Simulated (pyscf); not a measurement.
## Routes from H₃Si–AsH–GaH₂

Candidate steps break at most two bonds and form at most two. Each was searched with GFN2-xTB (tblite) first. PySCF, gas phase, ωB97X-D3(BJ)/def2-SVP geometries. Energies: ωB97M-D3(BJ)/def2-TZVP, kcal/mol, from the reactant's lowest minimum found, singlet surface.

| products | type | ΔE‡ | ΔE | ΔG‡ 298 K | ΔG‡ 900 K | ν‡ (cm⁻¹) |
|---|---|---|---|---|---|---|
| HGa=AsH + SiH₄ | elimination | 42.8 | +29.7 | 43.0 | 45.2 | 363i |
| H₃Si–As=GaH + H₂ | elimination | 51.2 | +21.5 | 49.5 | 50.7 | 1432i |

Row 1: On the product side the descent ends in a complex, 5.0 kcal/mol under the separated species and 13.6 kcal/mol under the saddle at ωB97X-D3(BJ)/def2-TZVP. Row 2: On the product side the descent ends in an adduct with a Ga–Si contact (not fully relaxed), 1.1 kcal/mol under the separated species and 32.5 kcal/mol under the saddle at ωB97X-D3(BJ)/def2-TZVP. 

Plain bond fissions and candidates not yet searched are not listed, and one of them may be faster. Each barrier is that of the saddle found; lower ones may exist. Elements up to Kr have no core potential and no relativistic terms here.
